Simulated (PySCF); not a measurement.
The 18-electron isoelectronic series, non-relativistic

All values are computed (PySCF 2.14, energy differences of UHF-based or UKS calculations, no spin-orbit coupling). Each ion has its own even-tempered basis scaled to its charge (21s15p6d5f for the first); frozen: 1s2. Ionisation energies in eV, correlation energies of the ion in mhartree.

| ion | configuration | UHF | LDA | PBE | PBE0 | r2SCAN | MP2 (outer shells) | E_corr MP2 | E_corr CCSD(T) | NIST (with spin-orbit, Breit and QED) |
| --- | --- | --- | --- | --- | --- | --- | --- | --- | --- | --- |
| Ar | [Ar] (1S) | 14.592 | 16.004 | 15.722 | 15.734 | 15.786 | 15.377 | -516.5 | n/a | 15.760 |
| Ca²⁺ | [Ar] (1S) | 49.717 | 51.105 | 50.818 | 50.895 | 50.994 | 50.537 | -538.1 | n/a | 50.913 |
| Sc³⁺ | [Ar] (1S) | 72.277 | n/a | n/a | n/a | n/a | 73.097 | n/a | -560.5 | 73.489 |
| Ti⁴⁺ | [Ar] (1S) | 98.046 | 99.460 | 99.187 | 99.289 | 99.408 | 98.886 | -551.5 | n/a | 99.299 ± 0.012 |
| Cr⁶⁺ | [Ar] (1S) | 159.06 | 160.49 | 160.23 | 160.34 | 160.51 | 159.90 | -560.3 | -575.1 | 160.29 ± 0.06 (s) |
| Fe⁸⁺ | [Ar] (1S) | 232.53 | 234.00 | 233.73 | 233.86 | 234.08 | 233.40 | -569.9 | -584.0 | 233.6 ± 0.4 (s) |
| Ni¹⁰⁺ | [Ar] (1S) | 318.34 | 319.83 | 319.57 | 319.71 | 319.96 | 319.23 | -579.5 | -593.2 | 319.5 ± 0.7 (s) |
| Zn¹²⁺ | [Ar] (1S) | 416.39 | 417.89 | 417.67 | 417.81 | 418.10 | 417.28 | -583.4 | -596.6 | 417.6 ± 1.2 (s) |
| Ge¹⁴⁺ | [Ar] (1S) | 526.64 | 528.15 | 527.95 | 528.10 | 528.39 | 527.54 | -589.0 | -601.9 | 527.9 ± 1.6 (s) |
| Se¹⁶⁺ | [Ar] (1S) | 649.04 | 650.56 | 650.39 | 650.54 | 650.86 | 649.99 | -600.6 | -614.3 | 650.5 ± 2.1 (s) |

Each ion has its own basis, which adds noise of up to about 0.1 % along the series.

NIST values marked (s) are semi-empirical, (t) theoretical. Open shells are high-spin determinants of the terms that Hund's rules give.

All relativistic terms are absent from the calculated values; where these lie close to NIST, scalar and spin-orbit shifts of opposite sign can cancel.
